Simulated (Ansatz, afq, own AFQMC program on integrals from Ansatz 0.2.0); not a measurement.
## Ge₂H₄, singlet in 6-31G along one coordinate

```xyz
6

Ge   -0.0485    0.0000    1.1324
Ge    0.0485    0.0000   -1.1324
H     0.4756   -1.2575    1.8492
H     0.4756    1.2575    1.8492
H    -0.4756   -1.2575   -1.8492
H    -0.4756    1.2575   -1.8492
```

The Ge1–Ge2 distance is changed with both sides rigid. Energies in kcal/mol count from this geometry (2.267 Å) at the same level; the start stands on RHF, each point on the determinant named.

Basis 6-31G. Only valence electrons are correlated. AFQMC by an in-house program on the Cholesky factors that Ansatz 0.2.0 writes for its CCSD(T) run. The CISD trial takes its coefficients from CCSD amplitudes. Released means that phaseless walkers are propagated on without the constraint, phases kept. Uncertainties: one standard error, sampling alone. No spin–orbit coupling.

Cautions, each for one point or more: higher spins were not checked; inner d shell frozen; no relativity below Rb; no spin-orbit coupling; restricted determinant unstable towards unrestricted; strong correlation; the ph-AFQMC/CISD walk drifts between its halves.

```
r(Ge1–Ge2) / Å  det.     T1  weight  B3LYP   PBE0  CCSD(T)
         1.829   RHF  0.011    0.88   63.9   61.2     74.3
         3.696   RHF  0.026    0.85   52.2  58.7§     53.7
         7.810   RHF  0.011    0.88   61.0  68.7§     60.4
```

(1) Estimate the curve of phaseless AFQMC with a CISD trial, counted from the same start.

Answers

(1) 
```csv
r(Ge1–Ge2) / Å,det.,T1,weight,ph-AFQMC/CISD,released AFQMC
1.829,RHF,0.011,0.88,75.3 ± 0.3,74.8 ± 0.2*
3.696,RHF,0.026,0.85,53.3 ± 0.4,52.8 ± 0.4*
7.810,RHF,0.011,0.88,61.1 ± 0.3,60.7 ± 0.2*
```

Weight is that of the determinant in the CISD state; at the start T1 is 0.018 and the weight 0.85. An asterisk marks released energies that aren't shown to be converged. § marks a functional whose ⟨S²⟩ is too high by over 0.1. Largest departures from phaseless AFQMC with a CISD trial: CCSD(T) -1.0 kcal/mol at 1.829 (on RHF), B3LYP -11.4 kcal/mol at 1.829. The walk's constraint bias lies outside its error bars, so these are departures and not errors. Functionals count only at points shown to share the start's state and spin. In this small basis the wave-function levels are far from their limit, so their gap to the functionals isn't the functionals' error.

A walk keeps the symmetry of its determinant, which the program's search chose and which needn't be the lowest solution, so a lower state of the same spin and another symmetry isn't excluded.
